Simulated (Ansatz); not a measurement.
Ansatz (an electronic-structure program) input:
A basis named .json is the Basis Set Exchange file of that set.

Ansatz 0.2 input:
```yaml
crystal:
  periodic: [false, false, false]
  atoms:
    - {symbol: C, position_ang: [0.89987723, -0.63980222, 0.00820165]}
    - {symbol: C, position_ang: [2.37731719, -0.24900855, 0.01729122]}
    - {symbol: C, position_ang: [0.00782472, 0.58561474, -0.00172371]}
    - {symbol: H, position_ang: [0.66398392, -1.24623472, 0.88519130]}
    - {symbol: H, position_ang: [0.67618002, -1.25155889, -0.86828578]}
    - {symbol: H, position_ang: [3.01152601, -1.13632650, 0.02439659]}
    - {symbol: Cl, position_ang: [-1.74447778, 0.13955873, -0.01255726]}
    - {symbol: H, position_ang: [2.63841844, 0.33933707, -0.86522713]}
    - {symbol: H, position_ang: [2.62614223, 0.34469621, 0.89976719]}
    - {symbol: H, position_ang: [0.15871891, 1.20107121, 0.88308760]}
    - {symbol: H, position_ang: [0.17103800, 1.19569335, -0.88807143]}
basis:
  gaussian:
    orbitals: aug-cc-pV_D+d_Z.json
magnetization: {spin_polarized: false}
correlation: {method: ccsd_t, electrons: outside_noble_gas}
output: {forces: true}
```

Question: What final total energy does it print?

Answer: -577.88698 Eh (CCSD(T)/aug-cc-pV(D+d)Z). The basis has 164 functions. The run takes about 12 core-minutes (a rough figure).
